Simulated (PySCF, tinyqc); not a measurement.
Inside a calculation. Method: CCSD on RHF in the sto-3g basis, frozen core, for CH2, spin multiplicity 1. The lowest restricted solution is unstable here: a spin-polarised one lies 0.0460 hartree lower (PySCF). One step of it, computed by the program tinyqc.

Question. CCSD: starting amplitudes. t_ij^ab = <ij||ab> / (e_i + e_j - e_a - e_b), whose energy is MP2.

orbital energies (hartree): MO1 -10.979342, MO2 -0.830519, MO3 -0.555764, MO4 -0.273229, MO5 0.237525, MO6 0.650610, MO7 0.831314

Two-electron integrals over orbitals (pq|rs), unique and non-zero (hartree); the lowest 1 orbital is frozen and left out:
```
(22|22) 0.549704    (32|32) 0.151357    (33|22) 0.523182    (33|33) 0.537369
(42|22) 0.030709    (42|33) 0.018969    (42|42) 0.073633    (43|32) 0.016101
(43|43) 0.028580    (44|22) 0.507305    (44|33) 0.478486    (44|42) -0.077680
(44|44) 0.686632    (52|52) 0.089767    (53|53) 0.021234    (54|52) -0.034863
(54|54) 0.049789    (55|22) 0.546410    (55|33) 0.493903    (55|42) -0.033622
(55|44) 0.590391    (55|55) 0.672833    (62|22) 0.075519    (62|33) 0.021948
(62|42) 0.004215    (62|44) 0.085090    (62|55) 0.123097    (62|62) 0.097703
(63|32) -0.075801   (63|43) -0.021533   (63|63) 0.087061    (64|22) 0.033631
(64|33) 0.007686    (64|42) 0.011101    (64|44) 0.037662    (64|55) 0.037302
(64|62) 0.045491    (64|64) 0.028826    (65|52) 0.060150    (65|54) -0.015332
(65|65) 0.048439    (66|22) 0.537162    (66|33) 0.520356    (66|42) 0.057473
(66|44) 0.458483    (66|55) 0.504747    (66|62) 0.049592    (66|64) 0.026750
(66|66) 0.571067    (72|32) -0.004078   (72|43) -0.027409   (72|63) 0.047411
(72|72) 0.052310    (73|22) 0.055111    (73|33) 0.032512    (73|42) -0.048967
(73|44) 0.128215    (73|55) 0.123684    (73|62) 0.075280    (73|64) 0.028970
(73|66) 0.004953    (73|73) 0.114167    (74|32) -0.065239   (74|43) 0.014836
(74|63) 0.034194    (74|72) -0.009040   (74|74) 0.056057    (75|53) 0.018715
(75|75) 0.022237    (76|32) 0.119593    (76|43) 0.025907    (76|63) -0.082999
(76|72) -0.027540   (76|74) -0.048245   (76|76) 0.119693    (77|22) 0.527616
(77|33) 0.536095    (77|42) -0.010148   (77|44) 0.539096    (77|55) 0.536539
(77|62) 0.040360    (77|64) 0.010767    (77|66) 0.524756    (77|73) 0.068011
(77|77) 0.577837
```

Give: Starting amplitudes; correlation energy.

Answer.

Starting amplitudes (spin orbitals 1a, 1b, ...; amplitudes related by a flip of all spins are not repeated):
```
from      to        t
4a 4b  5a 5b  -0.0487
2a 2b  5a 5b  -0.0420
3a 3b  7a 7b  -0.0412
3a 3b  6a 6b  -0.0361
2a 2b  6a 6b  -0.0330
2a 3b  6a 7b  -0.0262
4a 4b  7a 7b  -0.0254
2a 4b  5a 5b   0.0221
2a 4b  6a 6b  -0.0189
2a 3b  6b 7a   0.0165
2a 2b  7a 7b  -0.0157
4a 4b  6a 6b  -0.0156
3a 4b  6a 7b  -0.0148
3a 3b  5a 5b  -0.0134
3a 4b  6b 7a   0.0125
2a 3a  6a 7a  -0.0097
2a 4b  7a 7b   0.0033
3a 4a  6a 7a  -0.0023
```

correlation energy = -0.031383 hartree
